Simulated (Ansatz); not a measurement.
How methods differ on SiH2 (SMILES [SiH2])

SiH2: 3 atoms, total charge 0, spin state singlet. SMILES: `[SiH2]`. Geometry: relaxed at PBE0-D4/def2-TZVP.

| atom | x (Å) | y (Å) | z (Å) |
| --- | --- | --- | --- |
| Si | -0.4912 | 0.4686 | -0.2136 |
| H | 0.8403 | 0.5786 | 0.5225 |
| H | -0.3491 | -1.0472 | -0.3089 |

Quantity: the energy change with the Si1–H2 bond stretched from 1.525 to 3.051 Å, in eV. The values are calculated.

```json
{"level": "SVWN5/3-21G (restricted)", "kind": "LDA", "program": "Ansatz", "value (eV)": "2.97", "less FCI/3-21G": "+0.63"}
{"level": "BLYP/3-21G (restricted)", "kind": "GGA", "program": "Ansatz", "value (eV)": "2.85", "less FCI/3-21G": "+0.51"}
{"level": "revPBE/3-21G (restricted)", "kind": "GGA", "program": "Ansatz", "value (eV)": "2.90", "less FCI/3-21G": "+0.56"}
{"level": "HSE06/3-21G (restricted)", "kind": "range-separated hybrid", "program": "Ansatz", "value (eV)": "3.27", "less FCI/3-21G": "+0.93"}
{"level": "wB97X/3-21G (restricted)", "kind": "range-separated hybrid", "program": "Ansatz", "value (eV)": "3.69", "less FCI/3-21G": "+1.35"}
{"level": "B2PLYP/3-21G (restricted)", "kind": "double hybrid", "program": "Ansatz", "value (eV)": "3.17", "less FCI/3-21G": "+0.83"}
{"level": "RPA@PBE/3-21G (restricted)", "kind": "RPA", "program": "Ansatz", "value (eV)": "2.51", "less FCI/3-21G": "+0.17"}
{"level": "CCSDTQ/3-21G (restricted)", "kind": "coupled cluster or CI", "program": "Ansatz", "value (eV)": "2.34", "less FCI/3-21G": "0.00"}
{"level": "FCI/3-21G", "kind": "exact in the basis", "program": "Ansatz", "value (eV)": "2.34", "less FCI/3-21G": "0.00"}
```

FCI/3-21G is exact within its basis and frozen core, so for wave-function methods in that basis the difference is their error; functionals converge differently with the basis, so for them it is only a difference. The first shape isn't each level's own minimum. The values span 2.34 to 3.69 eV. All rows use very small basis sets, so none should be taken for the real molecule's value.
